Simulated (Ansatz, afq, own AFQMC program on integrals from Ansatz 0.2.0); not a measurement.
**AlPH, doublet in 6-31G, levels against full CI**

```
atom   x (Å)   y (Å)    z (Å)
  Al  0.0000  0.0000   0.2602
   P  0.0000  0.0000  -2.1018
   H  0.0000  0.0000   1.8416
```

Connectivity, by distances: AlH–P.

Basis 6-31G. Only valence electrons are correlated. Integrals, coupled cluster, full CI and functionals: Ansatz 0.2.0; the random walks run on the same integrals in our own AFQMC program. ph-AFQMC/CISD is guided by a CISD state made of CCSD amplitudes; releasing the constraint for a short imaginary time cuts its bias at the price of noise, slowly where states lie close. Error bars are statistical, one sigma.

Determinant: UHF, the one that the program's search chose, which needn't be the lowest solution. The geometry is a point of a scan.

Full CI on the same integrals is exact in this basis and with this determinant's frozen core.

Cautions: strong correlation (T1 0.091, weight of the determinant 0.75, largest double 0.16); unrestricted determinant spin contaminated (⟨S²⟩ 1.29 against 0.75).

The T1 diagnostic is 0.0913. The weight of the determinant in the CISD state is 0.749. The ⟨S²⟩ of the determinant is 1.287 and the size of the correlated space is 9 electrons in 18 orbitals.

Reference: full CI, correlation energy -2.754 eV. The released energy is read at 2.40 1/Eh (meV from the phaseless value at times in 1/Eh: -3 ± 3 at 0.24, -6.4 ± 2.5 at 0.51, -10 ± 3 at 0.99, -9.4 ± 2.4 at 1.62, -12.3 ± 2.4 at 2.40). The cautions show a poor starting determinant, so the rows tell how each method copes with it here, and full CI is the sure value.

| level | E − E(reference) (meV) | share of correlation (%) |
| --- | --- | --- |
| HF | 2754.0 | 0.00 |
| MP2 | 1044.1 | 62.09 |
| CCSD | 152.8 | 94.45 |
| CCSD(T) | 64.9 | 97.64 |
| CCSDT | 7.1 | 99.74 |
| CCSDT(Q) | -6.4 | 100.23 |
| CCSDTQ | 0.0 | 100.00 |
| ph-AFQMC/CISD | 20.9 ± 3.3 | 99.24 |
| released AFQMC | 8.7 ± 2.4 | 99.69 |

CCSDT and higher add their correlation energy to the determinant of the CCSD(T) run, since their own runs factorise the integrals more tightly (a shift of under 2 meV). A walk keeps the symmetry of its determinant, which the program's search chose and which needn't be the lowest solution, so a lower state of the same spin and another symmetry isn't excluded. Released energies are given only where the last usable release times agree within the noise; a slower fall can still hide under it.
